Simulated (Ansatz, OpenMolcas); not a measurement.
## How methods differ on BH2 (boron dihydride)

The species is BH2 (3 atoms), meant as a doublet with charge 0. SMILES: `[BH2]`. Geometry: relaxed at GFN2-xTB.

```xyz
3

B     0.2628   -0.1662    0.1286
H     0.2800    0.9853    0.2610
H    -0.5429   -0.8191   -0.3896
```

Quantity: the energy change with the B1–H3 bond stretched from 1.159 to 1.739 Å, in eV. The values are calculated.

```json
{"level": "U-revPBE/3-21G", "kind": "GGA", "program": "Ansatz", "value (eV)": "1.44", "less FCI/3-21G": "+0.02", "CPU time (all runs)": "1.1 s"}
{"level": "UB3LYP/3-21G", "kind": "global hybrid", "program": "Ansatz", "value (eV)": "1.58", "less FCI/3-21G": "+0.16", "CPU time (all runs)": "1.3 s"}
{"level": "U-wB97X/3-21G", "kind": "range-separated hybrid", "program": "Ansatz", "value (eV)": "1.60", "less FCI/3-21G": "+0.18", "CPU time (all runs)": "6.7 s"}
{"level": "CASSCF(3,3)/3-21G", "kind": "multireference", "program": "OpenMolcas", "value (eV)": "1.76", "less FCI/3-21G": "+0.34", "CPU time (all runs)": "7.6 s"}
{"level": "CASSCF(5,6)/3-21G", "kind": "multireference", "program": "OpenMolcas", "value (eV)": "1.33", "less FCI/3-21G": "-0.09", "CPU time (all runs)": "6.6 s"}
{"level": "ROCCSD(T)/3-21G", "kind": "coupled cluster or CI", "program": "OpenMolcas", "value (eV)": "1.43", "less FCI/3-21G": "+0.01", "CPU time (all runs)": "4.8 s"}
{"level": "UCCSDT(Q)/3-21G", "kind": "coupled cluster or CI", "program": "Ansatz", "value (eV)": "1.42", "less FCI/3-21G": "0.00", "CPU time (all runs)": "2 s"}
{"level": "UCCSDT/3-21G", "kind": "coupled cluster or CI", "program": "Ansatz", "value (eV)": "1.42", "less FCI/3-21G": "0.00", "CPU time (all runs)": "1.3 s"}
{"level": "FCI/3-21G", "kind": "exact in the basis", "program": "Ansatz", "value (eV)": "1.42", "less FCI/3-21G": "0.00", "CPU time (all runs)": "0.6 s"}
```

FCI/3-21G is exact within its basis and frozen core, so for wave-function methods in that basis the difference is their error; functionals converge differently with the basis, so for them it is only a difference. The first shape isn't each level's own minimum. The values span 1.33 to 1.76 eV. All rows use very small basis sets, so even the best lies far from the true value. Times are those of the runs behind each value, whatever else they computed, on shared processors of several kinds: orders of magnitude only.
